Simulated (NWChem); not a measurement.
# methylamine (CH$_{5}$N); SMILES CN

```xyz
7

C     -0.0077     0.6900     0.0000
N     -0.0967    -0.7537     0.0000
H     -0.5281     1.0968    -0.8817
H     -0.5281     1.0968     0.8817
H      1.0167     1.1197     0.0000
H      0.3764    -1.1414    -0.8133
H      0.3764    -1.1414     0.8133
```
Atoms are numbered in this order, from 1.

Results from NWChem. Geometry optimised at PBE0/def2-SVP; all other runs use it. 

```csv
quantity,level,value
solvation free energy (kcal/mol) in n-hexane,"PBE0/def2-SVP, SMD",-1.6
"anisotropy (bohr³), static",B3LYP/def2-SVPD,3.7
"vertical, lowest state with f > 0.02, singlet (eV)","B3LYP/def2-SVPD, TDA",7.05
−ε(HOMO) (eV),B3LYP/def2-SVP,[?]
dipole (D),PBE0/def2-SVP,[?]
highest harmonic frequency (cm⁻¹),PBE0/def2-SVP,[?]
```

### Question
Complete the blanks.

### Answer

- −ε(HOMO) (eV), value: 6.21
- dipole (D), value: 1.34
- highest harmonic frequency (cm⁻¹), value: 3627
